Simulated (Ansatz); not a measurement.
SnH$_{4}$, singlet: reading a ladder of total energies

Geometry: a PBE0/def2-TZVP stationary point for this spin, not checked as a minimum.

```json
{"atom": "Sn", "x (Å)": "0.0000", "y (Å)": "0.0000", "z (Å)": "0.0000"}
{"atom": "H", "x (Å)": "0.9788", "y (Å)": "0.9872", "z (Å)": "0.9851"}
{"atom": "H", "x (Å)": "-0.9890", "y (Å)": "-0.9799", "z (Å)": "0.9822"}
{"atom": "H", "x (Å)": "-0.9784", "y (Å)": "0.9802", "z (Å)": "-0.9924"}
{"atom": "H", "x (Å)": "0.9886", "y (Å)": "-0.9875", "z (Å)": "-0.9749"}
```

Basis def2-SVP with its core potentials; Ansatz 0.2.0. Correlated methods freeze the noble-gas cores and the filled d shells of p-block atoms, which leaves 8 electrons in 37 orbitals. R marks a restricted (for open shells ROHF) determinant. No spin–orbit coupling is included; scalar relativity enters through the core potentials alone.

Full CI isn't at hand for all of this; RCCSDTQ serves as the reference, and is uncertain by about the last step of the cluster series.

Runs differ by some tens of microhartree through their thresholds, so steps under 0.03 kcal/mol mean nothing.

```tsv
level	total energy (hartree)
RHF	-215.633124
RMP2	-215.734851
RCCSD	-215.763815
RCCSD(T)	-215.765898
RCCSDT	-215.766467
RCCSDT(Q)	-215.766521
RCCSDTQ	-215.766536
```

Question: What is the correlation energy at RCCSDTQ, and what share of it do RMP2 and RCCSD(T) recover?

Answer: E(corr) = -215.766536 − (-215.633124) = -0.133412 hartree = -3.630 eV. RMP2: -0.101727 / -0.133412 = 76.25 %. RCCSD(T): -0.132774 / -0.133412 = 99.52 %.

Question: By how many kcal/mol does RCCSD(T) miss RCCSDTQ (1 hartree = 627.509 kcal/mol), and which steps make up the rest?

Answer: -215.765898 − (-215.766536) = 0.000638 hartree = 0.40 kcal/mol. Steps: RCCSDT − RCCSD(T) = -0.36, RCCSDT(Q) − RCCSDT = -0.03, RCCSDTQ − RCCSDT(Q) = -0.01 kcal/mol. That is within 1 kcal/mol of the reference in this basis, which itself misses far more of the correlation at the basis-set limit.
